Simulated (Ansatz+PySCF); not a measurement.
The numbers below are computed, except where a source is named.
This PySCF input gave a total energy of -112.41090 hartree.

```python
from pyscf import gto, scf

mol = gto.M(atom="""
C 0.000000 0.000000 -0.966930
O 0.000000 0.000000 0.725200
""", basis='6-31g', charge=0, spin=0)
mf = scf.RHF(mol)
mf.init_guess = 'huckel'
mf.kernel()
while True:  # follow internal instabilities
    mo, _, stable, _ = mf.stability(return_status=True)
    if stable: break
    mf.kernel(mf.make_rdm1(mo, mf.mo_occ))
print(mf.converged, mf.e_tot, mf.spin_square()[0])
```

(1) Write an input for Ansatz with the same method and basis set.

Results:

(1)

```yaml
crystal:
  periodic: [false, false, false]
  atoms:
    - { symbol: C, position_ang: [0.0, 0.0, -0.96693] }
    - { symbol: O, position_ang: [0.0, 0.0, 0.7252] }
basis:
  gaussian: { orbitals: "6-31G" }
hamiltonian:
  xc: hf
```

Ansatz (development build ahead of 0.2.0) gave -112.41090 hartree, 0.00 meV from the first. Caution: another spin multiplicity may lie lower; an unrestricted determinant lies well below.
